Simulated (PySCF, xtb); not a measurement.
C4H6, SMILES C=CC=C (connectivity only; charge and spin as stated), charge +1, multiplicity 2. One conformer was computed; it need not be the lowest.

Harmonic wavenumbers (cm⁻¹) from GFN2-xTB in xtb at its own minimum, in rising order: 142, 282, 381, 451, 579, 833, 892, 902, 905, 922, 943, 1176, 1213, 1228, 1308, 1344, 1421, 1483, 3001, 3013, 3047, 3052, 3079, 3080.

Problem. What does PBE0-D3(BJ)/def2-SVP run with PySCF give at its own minimum? (Estimate from the structure and the level; the computed values follow.)

Solution. 191, 292, 431, 515, 515, 911, 936, 993, 1012, 1036, 1046, 1278, 1281, 1292, 1350, 1476, 1513, 1682, 3168, 3170, 3199, 3205, 3292, 3293. Paired by order, the mean absolute difference is 105 cm⁻¹ and the zero-point energies are 49.6 and 53.0 kcal/mol.
